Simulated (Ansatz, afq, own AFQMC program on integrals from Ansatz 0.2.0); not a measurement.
# BH⁻, doublet: AFQMC among the cluster methods

```xyz
2

B     0.0000    0.0000    0.0000
H     0.0000    0.0000    3.4260
```

Basis aug-cc-pVDZ. Noble-gas cores (and the filled d shells of Ga–Kr and In–Xe) are frozen. Integrals, coupled cluster, full CI and functionals: Ansatz 0.2.0; the random walks run on the same integrals in our own AFQMC program. The CISD trial takes its coefficients from CCSD amplitudes. Released means that phaseless walkers are propagated on without the constraint, phases kept. Uncertainties: one standard error, sampling alone.

Determinant: ROHF, the one that the program's search chose, which needn't be the lowest solution. The geometry is a point of a scan.

Full CI on the same integrals is exact in this basis and with this determinant's frozen core.

Cautions: a spin-contaminated unrestricted determinant lies lower (UHF 111 meV lower, ⟨S²⟩ 0.96); strong correlation (T1 0.051, weight of the determinant 0.86, largest double 0.13).

The T1 diagnostic is 0.0510. The weight of the determinant in the CISD state is 0.858. The size of the correlated space is 5 electrons in 31 orbitals.

```
  level  correlation energy (eV)
    MP2                  -1.8708
   CCSD                  -2.8231
CCSD(T)                  -2.8956
```

(1) Estimate where AFQMC with the constraint released lies against CCSD(T) on the same integrals.

(1) 4.1 ± 0.3 kJ/mol below CCSD(T).

Reference: full CI, correlation energy -2.949 eV. The released energy is read at 2.40 1/Eh (meV from the phaseless value at times in 1/Eh: -3 ± 3 at 0.24, -10 ± 3 at 0.51, -11.8 ± 2.4 at 0.99, -18 ± 3 at 1.62, -18 ± 3 at 2.40).

```csv
level,E − E(reference) (kJ/mol),share of correlation (%)
CCSD(T),5.2,98.18
CCSDT,0.6,99.78
CCSDT(Q),0.1,99.96
CCSDTQ,0.0,100.00
ph-AFQMC/CISD,2.7 ± 0.3,99.03
released AFQMC,1.0 ± 0.3,99.64
```

CCSDT and higher add their correlation energy to the determinant of the CCSD(T) run, since their own runs factorise the integrals more tightly (a shift of under 2 meV). A walk keeps the symmetry of its determinant, which the program's search chose and which needn't be the lowest solution, so a lower state of the same spin and another symmetry isn't excluded. Released energies are given only where the last usable release times agree within the noise; a slower fall can still hide under it.
